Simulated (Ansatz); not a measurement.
Omega Hf (model structure)

The numbers are results of r²SCAN-D4 (Ansatz, an electronic-structure program, plane waves, PAW), not measurements.

Numerical settings: plane-wave cutoff 500 eV, 18×18×24 k mesh (along the axes of the cell as run), Fermi–Dirac smearing 0.1 eV, scalar-relativistic PAW data made under PBE.

Cell (relaxed at this level):

```xyz
3
Lattice="2.4833 -4.3011 0.0000 2.4833 4.3011 0.0000 0.0000 0.0000 3.0880" Properties=species:S:1:pos:R:3 pbc="T T T"
Hf     0.0000     0.0000     0.0000
Hf     2.4833     1.4337     1.5440
Hf     2.4833    -1.4337     1.5440
```

For omega Hf (model structure), the band gap comes out as zero (no gap).

Note: the relaxation could raise the start's symmetry but not lower it, so the cell can be a saddle point.

Spin–orbit coupling is not included.

Computed values are for the static lattice.

It cost around 11 core-minutes (rough) of CPU time.

A model structure was made by putting elements into a prototype or built by hand; it is no filed structure, need not be a known phase, and can be a saddle point held by its symmetry.
